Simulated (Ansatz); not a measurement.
## How methods differ on AlH3O (AlH2(OH))

AlH3O: 5 atoms, total charge 0, spin state singlet. SMILES: `[H][Al]([H])[OH]`. The shape comes from GFN2-xTB, which is rough for such elements, and wasn't checked as a minimum.

```xyz
5

Al    0.2718    0.4511   -0.1093
H     1.7990    0.4172   -0.2214
H    -0.4810    1.7690   -0.3118
O    -0.5554   -0.9200    0.2267
H    -1.0343   -1.7173    0.4158
```

Each level gives the energy change with the Al1–H2 bond stretched from 1.532 to 2.298 Å (eV). The values are calculated.

```json
{"level": "HF/STO-3G (restricted)", "kind": "Hartree–Fock", "program": "Ansatz", "value (eV)": "3.95", "CPU time (all runs)": "0.41 s"}
{"level": "BLYP/STO-3G (restricted)", "kind": "GGA", "program": "Ansatz", "value (eV)": "2.66", "CPU time (all runs)": "2.6 s"}
{"level": "revPBE/STO-3G (restricted)", "kind": "GGA", "program": "Ansatz", "value (eV)": "2.68", "CPU time (all runs)": "2.7 s"}
{"level": "r2SCAN/STO-3G (restricted)", "kind": "meta-GGA", "program": "Ansatz", "value (eV)": "2.95", "CPU time (all runs)": "5.8 s"}
{"level": "B3LYP/STO-3G (restricted)", "kind": "global hybrid", "program": "Ansatz", "value (eV)": "2.98", "CPU time (all runs)": "2.6 s"}
{"level": "wB97X/STO-3G (restricted)", "kind": "range-separated hybrid", "program": "Ansatz", "value (eV)": "3.28", "CPU time (all runs)": "14 s"}
{"level": "RPA@PBE/STO-3G (restricted)", "kind": "RPA", "program": "Ansatz", "value (eV)": "2.88", "CPU time (all runs)": "3.8 s"}
{"level": "MP2/STO-3G (restricted)", "kind": "perturbation theory", "program": "Ansatz", "value (eV)": "3.40", "CPU time (all runs)": "0.45 s"}
{"level": "BCCD(T)/STO-3G (restricted)", "kind": "coupled cluster or CI", "program": "Ansatz", "value (eV)": "2.94", "CPU time (all runs)": "0.68 s"}
{"level": "CCSD/STO-3G (restricted)", "kind": "coupled cluster or CI", "program": "Ansatz", "value (eV)": "2.99", "CPU time (all runs)": "0.7 s"}
```

The first shape isn't each level's own minimum. The values span 2.66 to 3.95 eV. All rows use very small basis sets, so even the best lies far from the true value. CPU times are rough (shared hosts, several kinds of processor): they show what a rung costs within a factor of a few.
